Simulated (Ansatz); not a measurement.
```yaml
crystal:
  periodic: [false, false, false]
  atoms:
    - {symbol: B, position_ang: [-1.643512, -0.014552, -0.002442]}
    - {symbol: As, position_ang: [0.298155, 0.002640, 0.000443]}
    - {symbol: H, position_ang: [-2.275960, 0.977680, -0.006501]}
    - {symbol: H, position_ang: [-2.258301, -1.017826, -0.000237]}
basis:
  gaussian: {orbitals: def2-TZVP}
magnetization: {spin_polarized: true, initial_magnetization: 2}
hamiltonian: {xc: pbe0}
relax: {f_tol: 0.004, max_steps: 80}
```

```sh
$ ansatz run in.yaml --threads 1 --pin off --events-out ev --progress --plain --max-ram 2176MiB
```

Steps of the relaxation (energy above the last step; positions in Å, forces in eV/Å):

```
4
step 1, 41.5 meV
B    -1.644   -0.015   -0.002   -0.592   -0.005   -0.001
As    0.298    0.003    0.000    0.931    0.008    0.001
H    -2.276    0.978   -0.007   -0.174    0.517   -0.002
H    -2.258   -1.018    0.000   -0.165   -0.520    0.001
```

```
4
step 2, 5.1 meV
B    -1.658   -0.015   -0.002   -0.289   -0.003    0.000
As    0.320    0.003    0.000    0.336    0.003    0.000
H    -2.280    1.002   -0.007   -0.025    0.132    0.000
H    -2.262   -1.042    0.000   -0.022   -0.132    0.000
```

```
4
step 3, 0.0 meV
B    -1.668   -0.015   -0.002   -0.024    0.000    0.000
As    0.332    0.003    0.000    0.016    0.000    0.000
H    -2.281    1.013   -0.007    0.004   -0.005    0.000
H    -2.263   -1.053    0.000    0.004    0.005    0.000
```

```
4
step 4, 0.0 meV
B    -1.669   -0.015   -0.002   -0.002    0.000    0.000
As    0.333    0.003    0.000    0.000    0.000    0.000
H    -2.281    1.013   -0.007    0.001    0.000    0.000
H    -2.263   -1.053    0.000    0.001    0.000    0.000
```

Close pairs at the end: B1–H4 1.196 Å, B1–H3 1.196 Å, B1–As2 2.001 Å.

A stationary point of unrestricted PBE0 after 4 steps, with ⟨S²⟩ = 2.005 against 2.00 for a pure state; no frequencies were run, so it isn't proven a minimum. 29 s on 1 thread of Arm Neoverse N1, shared host.
